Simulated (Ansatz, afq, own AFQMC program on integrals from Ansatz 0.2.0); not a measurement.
NH, triplet: AFQMC among the cluster methods

| atom | x (Å) | y (Å) | z (Å) |
| --- | --- | --- | --- |
| N | 0.6071 | 0.6337 | -0.2191 |
| H | 0.0800 | 1.5339 | -0.1323 |

Basis def2-TZVP. Only valence electrons are correlated. AFQMC by an in-house program on the Cholesky factors that Ansatz 0.2.0 writes for its CCSD(T) run. ph-AFQMC/CISD is guided by a CISD state made of CCSD amplitudes; releasing the constraint for a short imaginary time cuts its bias at the price of noise, slowly where states lie close. Free projection: walkers drawn from exp(T), propagated without any constraint. Its projection time is finite, and what remains of the start isn't in its error. Uncertainties: one standard error, sampling alone.

Determinant: UHF, the one that the program's search chose, which needn't be the lowest solution. The geometry is a PBE0/def2-SVP stationary point of this or a neighbouring charge and spin state.

Full CI is exact in this basis; its frozen core comes from its own orbitals, which moves totals by up to a few meV.

Cautions: full CI with its own frozen core.

- T1 diagnostic: 0.0103
- weight of the determinant in the CISD state: 0.950
- ⟨S²⟩ of the determinant: 2.017
- size of the correlated space: 6 electrons in 36 orbitals

```tsv
level	correlation energy (eV)
MP2	-3.6243
CCSD	-4.1564
CCSD(T)	-4.2548
```

Estimate where full CI lies against CCSD(T) in the same basis.

0.47 mEh below CCSD(T).

Reference: full CI, correlation energy -4.268 eV. The released energy is read at 1.50 1/Eh (meV from the phaseless value at times in 1/Eh: -2.2 ± 0.6 at 0.24, -1.8 ± 1.0 at 0.50, -3.7 ± 1.1 at 1.00, -6.0 ± 1.3 at 1.50). CCSDTQ lies 2.7 meV below full CI, in part by the other frozen core, which shifts every row alike, so rows that close can't be ranked against it.

```tsv
level	E − E(reference) (mEh)	share of correlation (%)
CCSD(T)	0.47	99.70
CCSDT	0.01	100.00
CCSDT(Q)	-0.10	100.06
CCSDTQ	-0.10	100.06
ph-AFQMC/HF	1.34 ± 0.41	99.15
ph-AFQMC/CISD	0.07 ± 0.05	99.96
released AFQMC	-0.15 ± 0.05	100.10
free AFQMC	-0.16 ± 0.06	100.10
```

CCSDT and higher add their correlation energy to the determinant of the CCSD(T) run, since their own runs factorise the integrals more tightly (a shift of under 2 meV). Free projections are given only where their last times agree within the noise and don't stop above the reference; a slow remainder of the start can still hide under it. A walk keeps the symmetry of its determinant, which the program's search chose and which needn't be the lowest solution, so a lower state of the same spin and another symmetry isn't excluded. Released energies are given only where the last usable release times agree within the noise; a slower fall can still hide under it.
